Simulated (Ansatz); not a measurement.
CH5NSi−: structure from calculated spectroscopic constants

These gas-phase data were calculated for one isomer of CH5NSi− at BLYP-D3(BJ)/def2-SVPD (harmonic, unscaled wavenumbers; equilibrium rotational constants with average atomic masses):

| Item | Value |
| --- | --- |
| rotational constants | 40.4, 5.609, 5.214 GHz |
| all wavenumbers above 1500 cm⁻¹ | 2960, 2871, 2066, 1905, 1820 |

Candidates:

(1) the doublet with the links of `[CH2][N-][SiH3]`
(2) the doublet with the links of `C[SiH][NH-]`

Which structure fits?

Candidate (1). No mode falls between 3250 and 3800 cm⁻¹, where the N–H stretch of (2) would stand.

The same quantities for all candidates:

|  | rotational constants (GHz) | wavenumbers above 1500 cm⁻¹ | E above the lowest, BLYP-D3(BJ)/def2-SVPD (kcal/mol) |
| --- | --- | --- | --- |
| (1) | 40.4, 5.609, 5.214 | 2960, 2871, 2066, 1905, 1820 | 13.4 |
| (2) | 21.5, 6.589, 5.379 | 3378, 2993, 2964, 2891, 1758 | 0.0 |

Each candidate is one conformer. Open shells are spin-unrestricted. Programs: Ansatz 0.2.0.
